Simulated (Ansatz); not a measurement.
# H5S2Si: the cost of one run

All numbers below are computed with Ansatz 0.2.0 (RKS PBE0-D4/6-31G).

## (1) The starting structure

Bond lengths: Si1–S2 2.271 Å, S2–S3 2.062 Å, Si1–H4 1.456 Å, Si1–H5 1.457 Å, Si1–H6 1.450 Å, S3–H7 1.361 Å, S3–H8 1.361 Å. Angles: Si1–S2–S3 103.5°, S2–Si1–H4 100.8°, S2–Si1–H5 100.7°, S2–Si1–H6 97.8°, H4–Si1–H5 114.8°, H4–Si1–H6 118.4°, H5–Si1–H6 118.3°, S2–S3–H7 100.1°, S2–S3–H8 99.8°, H7–S3–H8 91.9°.

Coordinates:

```xyz
8

Si   -0.9085    1.2363   -0.5961
S     0.2253    0.1913    1.0715
S     0.9253   -1.5281    0.1738
H    -1.9006    0.2233   -0.9290
H     0.1507    1.4026   -1.5820
H    -1.3361    2.3994    0.1564
H     2.2284   -1.4893    0.5653
H     0.6154   -2.4356    1.1401
```

## (2) End point A

File input.yaml:

```yaml
crystal:
  periodic: [false, false, false]
  atoms:
    - { symbol: Si, position_ang: [-0.90851, 1.2363, -0.59609] }
    - { symbol: S, position_ang: [0.22533, 0.1913, 1.07152] }
    - { symbol: S, position_ang: [0.92528, -1.52806, 0.17384] }
    - { symbol: H, position_ang: [-1.90056, 0.22332, -0.929] }
    - { symbol: H, position_ang: [0.15071, 1.40258, -1.58204] }
    - { symbol: H, position_ang: [-1.33607, 2.39944, 0.1564] }
    - { symbol: H, position_ang: [2.22844, -1.48929, 0.56529] }
    - { symbol: H, position_ang: [0.61537, -2.43558, 1.14008] }
total_charge: 1
basis:
  gaussian: { orbitals: "6-31G" }
hamiltonian:
  xc: pbe0
  dispersion: d4
relax:
  f_tol: 0.015
  max_steps: 40
output:
  orbitals: {}
```

Launch:

```
ansatz run input.yaml --threads 1 --pin off --max-ram 2048MiB --backend cpu --events-out ev --progress --plain --runs-dir out
```

Q: Estimate wall time and peak memory on 1 thread of Arm Neoverse V1, shared host.

About 17 s, with a peak of 0.11 GiB.
